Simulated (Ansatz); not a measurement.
Ansatz (a first-principles code) input (HF/aug-cc-pVTZ):

Ansatz 0.2 input:
```yaml
crystal:
  periodic: [false, false, false]
  atoms:
    - {symbol: C, position_ang: [0.00476229, 0.43392420, -0.00203639]}
    - {symbol: C, position_ang: [1.18383408, -0.15360148, 0.00493325]}
    - {symbol: F, position_ang: [-1.14596015, -0.26718838, -0.00280751]}
    - {symbol: H, position_ang: [-0.17580160, 1.50100015, -0.00772733]}
    - {symbol: H, position_ang: [1.28003303, -1.23028006, 0.01036986]}
    - {symbol: H, position_ang: [2.07783169, 0.45203897, 0.00524394]}
basis:
  gaussian:
    orbitals: aug-cc-pVTZ
hamiltonian:
  xc: {name: HF}
accuracy: high
magnetization: {spin_polarized: false}
```

Output:

```
Functional definition: HF
integrals: 0.88 GiB planned
3146 factors; integrals over basis functions are off by at most 3.3e-9 eV
mean field: 1.01 GiB planned
mean field evaluation 1: about -4813.2076 eV, gradient 2.9e1 eV
mean field evaluation 2: about -4813.2087 eV, gradient 2.9e1 eV
mean field evaluation 4: about -4815.1984 eV, gradient 2.9e0 eV
mean field evaluation 8: about -4815.2292 eV, gradient 3.9e-4 eV
mean field -4815.22917692 eV, -176.9564083722 hartree, gradient 2.6e-8 eV, S^2 0.000000; 0 other end points of the search recorded, 0 dependent functions left out
reference -4815.22917692 eV, -176.9564083722 hartree; 12, 12 occupied and 195, 195 virtual orbitals, 3146 factors
Total energy: -4815.22917692 eV, -176.9564083722 hartree
```
